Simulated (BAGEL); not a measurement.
# C2H7Al (SMILES C[CH2][AlH2]): HF/STO-3G (density fitting with qzvpp-jkfit)

Aim: the vertical ionisation energy of C2H7Al at HF/STO-3G (density fitting with qzvpp-jkfit), from 2 runs. 

Program for the calculation: BAGEL 1.2.2.

### 1 Starting point

C2H7Al has 10 atoms, charge 0, and is taken as a singlet. SMILES: `C[CH2][AlH2]`. Geometry: relaxed at PBE0-D4/def2-TZVP.

Bond lengths: C1–C2 1.528 Å, C2–Al3 1.958 Å, C1–H4 1.094 Å, C1–H5 1.093 Å, C1–H6 1.093 Å, C2–H7 1.099 Å, C2–H8 1.099 Å, Al3–H9 1.592 Å, Al3–H10 1.592 Å. Some angles: C1–C2–Al3 116.9°, C1–C2–H7 110.4°, C1–C2–H8 110.4°, Al3–C2–H7 107.2°, Al3–C2–H8 107.3°, C2–C1–H4 112.2°, C2–C1–H5 111.7°, C2–C1–H6 111.7°, C2–Al3–H9 119.8°, C2–Al3–H10 121.0°.

### 2 The energy at HF/STO-3G (density fitting with qzvpp-jkfit)

hf.json reads:

```json
{ "bagel" : [

{
  "title" : "molecule",
  "basis" : "sto-3g",
  "df_basis" : "qzvpp-jkfit",
  "angstrom" : "true",
  "geometry" : [
    { "atom" : "C", "xyz" : [   -0.939200,    0.315000,   -0.881100 ] },
    { "atom" : "C", "xyz" : [   -0.218500,   -0.592500,    0.114200 ] },
    { "atom" : "Al", "xyz" : [    1.379400,    0.134900,    0.981700 ] },
    { "atom" : "H", "xyz" : [   -1.818700,   -0.166800,   -1.319100 ] },
    { "atom" : "H", "xyz" : [   -0.285500,    0.607100,   -1.707400 ] },
    { "atom" : "H", "xyz" : [   -1.279400,    1.241200,   -0.410000 ] },
    { "atom" : "H", "xyz" : [    0.075900,   -1.534200,   -0.370400 ] },
    { "atom" : "H", "xyz" : [   -0.905800,   -0.910100,    0.910700 ] },
    { "atom" : "H", "xyz" : [    2.176600,   -0.747600,    2.039500 ] },
    { "atom" : "H", "xyz" : [    1.898300,    1.601800,    0.644700 ] }
  ]
},
{ "title" : "hf" },
{ "title" : "print", "file" : "orbitals.molden", "orbitals" : "true" }

]}
```

Run with:

```
$ BAGEL_NUM_THREADS=1 BAGEL hf.json > hf.out
```

Standard output:

```text
* using 1 threads per process

  ===============================================================
  ===============================================================

  *** Geometry ***

  { "atom" : "C", "xyz" : [     -1.774831,      0.595264,     -1.665038 ] },
  { "atom" : "C", "xyz" : [     -0.412905,     -1.119663,      0.215807 ] },
  { "atom" : "Al", "xyz" : [      2.606688,      0.254924,      1.855144 ] },
  { "atom" : "H", "xyz" : [     -3.436845,     -0.315206,     -2.492738 ] },
  { "atom" : "H", "xyz" : [     -0.539517,      1.147253,     -3.226518 ] },
  { "atom" : "H", "xyz" : [     -2.417716,      2.345528,     -0.774788 ] },
  { "atom" : "H", "xyz" : [      0.143430,     -2.899218,     -0.699955 ] },
  { "atom" : "H", "xyz" : [     -1.711714,     -1.719840,      1.720974 ] },
  { "atom" : "H", "xyz" : [      4.113178,     -1.412759,      3.854096 ] },
  { "atom" : "H", "xyz" : [      3.587267,      3.026963,      1.218306 ] },

  Number of auxiliary basis functions:      404

  Since a DF basis is specified, we compute 2- and 3-index integrals:
    o Being stored without compression. Storage requirement is 0.002 GB

  Number of basis functions:       26
  Number of electrons      :       32

    * METHOD: MOLECULE                             0.09

  *** RHF ***

  === Nuclear Repulsion ===
    96.9666891596

      * DIIS with orbital gradients will be used.

  === RHF iteration (sto-3g) ===
      0       -317.85943465          0.00993641           0.01
      1       -317.89165625          0.00232692           0.01
      2       -317.89365813          0.00042920           0.01
      3       -317.89372402          0.00005015           0.01
      4       -317.89372475          0.00001537           0.01
      5       -317.89372483          0.00000290           0.01
      6       -317.89372483          0.00000052           0.01
      7       -317.89372483          0.00000010           0.01
      8       -317.89372483          0.00000002           0.01
      9       -317.89372483          0.00000000           0.01
    * SCF iteration converged.

    * Permanent dipole moment:
           (   -0.079614,     0.025715,    -0.073621) a.u.

    * METHOD: HF                                   0.12

    * METHOD: PRINT                                0.00

  ===============================================================
```

It took 0.36 s on 1 thread of Arm Neoverse V2, shared host.

### 3 The doublet cation, same level

job.json reads:

```json
{ "bagel" : [

{
  "title" : "molecule",
  "basis" : "sto-3g",
  "df_basis" : "qzvpp-jkfit",
  "angstrom" : true,
  "geometry" : [
    { "atom" : "C", "xyz" : [   -0.939200,    0.315000,   -0.881100 ] },
    { "atom" : "C", "xyz" : [   -0.218500,   -0.592500,    0.114200 ] },
    { "atom" : "Al", "xyz" : [    1.379400,    0.134900,    0.981700 ] },
    { "atom" : "H", "xyz" : [   -1.818700,   -0.166800,   -1.319100 ] },
    { "atom" : "H", "xyz" : [   -0.285500,    0.607100,   -1.707400 ] },
    { "atom" : "H", "xyz" : [   -1.279400,    1.241200,   -0.410000 ] },
    { "atom" : "H", "xyz" : [    0.075900,   -1.534200,   -0.370400 ] },
    { "atom" : "H", "xyz" : [   -0.905800,   -0.910100,    0.910700 ] },
    { "atom" : "H", "xyz" : [    2.176600,   -0.747600,    2.039500 ] },
    { "atom" : "H", "xyz" : [    1.898300,    1.601800,    0.644700 ] }
  ]
},
{
  "title" : "uhf",
  "charge" : 1,
  "nopen" : 1
},
{
  "title" : "print",
  "file" : "orbitals.molden",
  "orbitals" : true
}

]}
```

Run with:

```
$ BAGEL_NUM_THREADS=1 BAGEL job.json > job.out
```

Standard output:

```text
* using 1 threads per process

  ===============================================================
  ===============================================================

  *** Geometry ***

  { "atom" : "C", "xyz" : [     -1.774831,      0.595264,     -1.665038 ] },
  { "atom" : "C", "xyz" : [     -0.412905,     -1.119663,      0.215807 ] },
  { "atom" : "Al", "xyz" : [      2.606688,      0.254924,      1.855144 ] },
  { "atom" : "H", "xyz" : [     -3.436845,     -0.315206,     -2.492738 ] },
  { "atom" : "H", "xyz" : [     -0.539517,      1.147253,     -3.226518 ] },
  { "atom" : "H", "xyz" : [     -2.417716,      2.345528,     -0.774788 ] },
  { "atom" : "H", "xyz" : [      0.143430,     -2.899218,     -0.699955 ] },
  { "atom" : "H", "xyz" : [     -1.711714,     -1.719840,      1.720974 ] },
  { "atom" : "H", "xyz" : [      4.113178,     -1.412759,      3.854096 ] },
  { "atom" : "H", "xyz" : [      3.587267,      3.026963,      1.218306 ] },

  Number of auxiliary basis functions:      404

  Since a DF basis is specified, we compute 2- and 3-index integrals:
    o Being stored without compression. Storage requirement is 0.002 GB

  Number of basis functions:       26
  Number of electrons      :       32

    * METHOD: MOLECULE                             0.09

  *** Open-shell HF ***

  === Nuclear Repulsion ===
    96.9666891596

      * DIIS with orbital gradients will be used.

  === UHF iteration (sto-3g) ===
      0       -317.55079934          0.03051227           0.01
      1       -317.61795050          0.00857819           0.01
      2       -317.62423975          0.00302523           0.01
      3       -317.62532214          0.00142285           0.01
      4       -317.62575738          0.00034006           0.01
      5       -317.62580457          0.00007779           0.01
      6       -317.62581132          0.00003767           0.01
      7       -317.62581365          0.00002935           0.01
      8       -317.62581568          0.00001462           0.01
      9       -317.62581597          0.00001252           0.01
     10       -317.62581638          0.00000899           0.01
     11       -317.62581664          0.00000448           0.01
     12       -317.62581669          0.00000279           0.01
     13       -317.62581671          0.00000166           0.01
     14       -317.62581671          0.00000112           0.01
     15       -317.62581671          0.00000046           0.01
     16       -317.62581671          0.00000022           0.01
     17       -317.62581671          0.00000015           0.01
     18       -317.62581671          0.00000010           0.01
     19       -317.62581671          0.00000006           0.01
     20       -317.62581671          0.00000004           0.01
     21       -317.62581671          0.00000002           0.01
     22       -317.62581671          0.00000001           0.01
     23       -317.62581671          0.00000000           0.01
    * SCF iteration converged.

    * S^2 (UHF) is 0.7626

    * Permanent dipole moment:
           (   -0.167206,     0.357122,    -0.302270) a.u.

    * METHOD: UHF                                  0.37

    * METHOD: PRINT                                0.00

  ===============================================================
```

Wall time 0.62 s (1 thread of Arm Neoverse V2, shared host).

### 4 Results

At HF/STO-3G (density fitting with qzvpp-jkfit):

| quantity | value |
| --- | --- |
| singlet C2H7Al: total energy | -317.89372 Eh |
| singlet C2H7Al: dipole moment | 0.28 D |
| singlet C2H7Al: HOMO energy | -8.41 eV |
| singlet C2H7Al: LUMO energy | 8.88 eV |
| singlet C2H7Al: HOMO–LUMO gap | 17.29 eV |
| doublet cation: total energy | -317.62582 Eh |
| doublet cation: ⟨S²⟩ | 0.763 |
| vertical ionisation energy (to the doublet cation) | 7.290 eV |

In words: Removing an electron at fixed nuclei costs 7.29 eV (168 kcal/mol). −ε(HOMO) before ionisation, 8.41 eV, is 1.12 eV above this ionisation energy.
